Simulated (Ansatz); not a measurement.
Input file:

```yaml
crystal:
  periodic: [false, false, false]
  atoms:
    - {symbol: B, position_ang: [0.000000, 0.084416, 0.783587]}
    - {symbol: C, position_ang: [0.000000, -0.120961, -0.584032]}
    - {symbol: H, position_ang: [0.000000, 0.535945, -1.445249]}
basis:
  gaussian: {orbitals: 6-31G}
hamiltonian: {xc: {name: PBE0}}
```

```sh
$ ansatz run in.yaml --threads 1 --pin off --events-out ev --progress --plain --max-ram 2393MiB
```

The program prints:

```
285 factors; integrals over basis functions are off by at most 2.6e-4 eV
mean field evaluation 1: about -1710.0607 eV, gradient 5.5e1 eV
mean field evaluation 2: about -1665.7786 eV, gradient 1.2e2 eV
mean field evaluation 4: about -1718.8777 eV, gradient 1.0e1 eV
mean field evaluation 8: about -1719.2417 eV, gradient 6.3e-2 eV
mean field evaluation 16: about -1719.2417 eV, gradient 5.9e-5 eV
mean field -1719.24167834 eV, -63.1809663350 hartree, gradient 5.7e-6 eV, S^2 0.000000; 1 other end points of the search recorded, 0 dependent functions left out
reference -1719.24169351 eV, -63.1809668924 hartree; 6, 6 occupied and 14, 14 virtual orbitals, 285 factors
Total energy: -1719.24169351 eV, -63.1809668924 hartree
```

Ran on 1 thread of AMD EPYC 7B13, shared host: 0.27 s wall, 0.08 GiB peak host memory.
